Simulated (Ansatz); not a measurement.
Relaxation of C2H3NO2 (8 atoms, charge 0, multiplicity 1), to a largest force component of 0.015 eV/Å in at most 40 steps.

Computed with Ansatz 0.2.0, RKS PBE/def2-SVP.

```xyz
8
Properties=species:S:1:pos:R:3
N -0.199 1.250 0.067
C 0.700 0.397 -0.357
C 0.585 -0.930 -0.465
O -0.444 -1.619 -0.140
O 1.411 -0.388 0.505
H -0.644 0.968 0.959
H 0.262 2.175 0.306
H -0.485 -1.632 0.832
```

Where does it end, and by what steps?

The run converged. After 16 steps the energy has fallen by 4.345 eV; H8 moved furthest, 1.05 Å. Parted: C2–O5.

```tsv
step	energy less start (eV)	largest force component (eV/Å)	accepted
0	0.0000	4.940	yes
1	-0.9269	1.919	yes
2	-1.2799	1.274	yes
3	-1.9563	2.483	yes
4	-2.4761	3.075	yes
5	-3.3343	2.120	yes
6	-3.8062	2.536	yes
7	-4.2053	1.216	yes
8	-4.1688	1.219	no
9	-4.3276	0.642	yes
10	-4.3399	0.260	yes
11	-4.2950	0.861	no
12	-4.3421	0.239	yes
13	-4.3238	0.590	no
14	-4.3430	0.116	yes
15	-4.3447	0.034	yes
16	-4.3449	0.009	yes
```

```xyz
8
Properties=species:S:1:pos:R:3
N -0.069 1.545 0.161
C 0.438 0.546 -0.504
C 0.530 -0.741 0.179
O -0.465 -1.611 -0.146
O 1.494 -1.044 0.876
H -0.465 1.502 1.121
H -0.079 2.488 -0.247
H -0.199 -2.464 0.264
```

Whether the end is a true minimum wasn't checked by a vibrational analysis.

Run time: 31 s on 1 CPU thread of a shared host.
